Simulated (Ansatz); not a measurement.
Species: dimethylsulfoxide, C2H6OS (charge 0, singlet). 
Coordinates optimised at B3LYP-D3(BJ)/def2-TZVP (Ansatz, a first-principles code):
SMILES: O=S(C)C
```xyz
10

S      0.0001     0.2316    -0.4434
O     -0.0091     1.4791     0.3687
C      1.3569    -0.7945     0.1950
C     -1.3493    -0.8091     0.1868
H      1.2528    -0.8869     1.2761
H     -2.2783    -0.2983    -0.0600
H      1.3433    -1.7716    -0.2883
H      2.2817    -0.2736    -0.0462
H     -1.3222    -1.7861    -0.2964
H     -1.2508    -0.9004     1.2685
```

Basis-set convergence of Hartree-Fock and MP2 correlation energies (hartree) with Ansatz. Valence correlation only, unless marked. Spin-orbit coupling is left out. No relativistic terms.

| basis | functions | E(HF) | E(corr, MP2) |
|---|---|---|---|
| cc-pV(D+d)Z | 95 | -551.57303 | -0.61908 |
| cc-pV(T+d)Z | 213 | … | … |

Q: Fill in the missing entries.

A: 
- cc-pV(T+d)Z, E(HF): -551.65800
- cc-pV(T+d)Z, E(corr, MP2): -0.78088
